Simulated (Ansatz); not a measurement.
Basis-set extrapolation for `FC1CO1` (PBE0-D4/def2-TZVP geometry, frozen core, the Gaussian-basis code of Ansatz). Multiplicity 1, RHF reference.

|  | def2-TZVPP | def2-QZVPP |
| --- | --- | --- |
| HF | -251.837116 | -251.848498 |
| MP2 correlation | -0.809946 | -0.874023 |
| CCSD(T) correlation | -0.855755 | not run |

Energies in hartree. Use E(X) = E(∞) + A·exp(−7.88·√X) for Hartree–Fock and E(X) = E(∞) + B·X^(−2.97) for correlation, with X = 3 and 4, and add CCSD(T) minus MP2 of the smaller set to the MP2 limit.

**Question.** What is the CCSD(T) energy at the basis-set limit?

**Answer.** HF limit: -251.848498 + (-0.011382) × 0.13774 = -251.85007. MP2 limit: -0.874023 + (-0.064077) × 0.74074 = -0.92149. Higher-order term: -0.855755 − (-0.809946) = -0.04581. Total: -252.81737 hartree, 326.9 kJ/mol below CCSD(T)/def2-TZVPP.
